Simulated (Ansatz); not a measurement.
Pb (fcc, Cu type): values from a third-order Birch-Murnaghan fit to a volume scan beside measured ones. Computed values: PBE (plane waves to 420 eV, PAW, scalar-relativistic; Ansatz, a first-principles code). Pb was relaxed with its symmetry unable to fall. Spin-orbit coupling is left out, though Pb is heavy. The PAW data are Ansatz's earlier set.

```csv
quantity,reference,kind
Lattice constant a (Å),4.902,"measured, corrected to the static lattice"
Bulk modulus B₀ (GPa),47,"measured, corrected to the static lattice"
```

References as given in: Gábor I. Csonka, John P. Perdew, Adrienn Ruzsinszky et al., Physical Review B (2009), arXiv:0903.4037; H. Levämäki, M. P. J. Punkkinen, K. Kokko et al., Physical Review B (2014), arXiv:1402.3671.

Task: Estimate the PBE values and the sign and size of each difference.

Result: 
| quantity | PBE | difference |
|---|---|---|
| Lattice constant a (Å) | 5.034 | +2.7 % |
| Bulk modulus B₀ (GPa) | 40.1 | -14.6 % |

PBE overestimates the lattice constant a by 2.7 %. PBE underestimates the bulk modulus B₀ by 14.6 %.

(A scan under strain: stresses follow from slopes of the energy per volume, elastic moduli from its curvatures.)
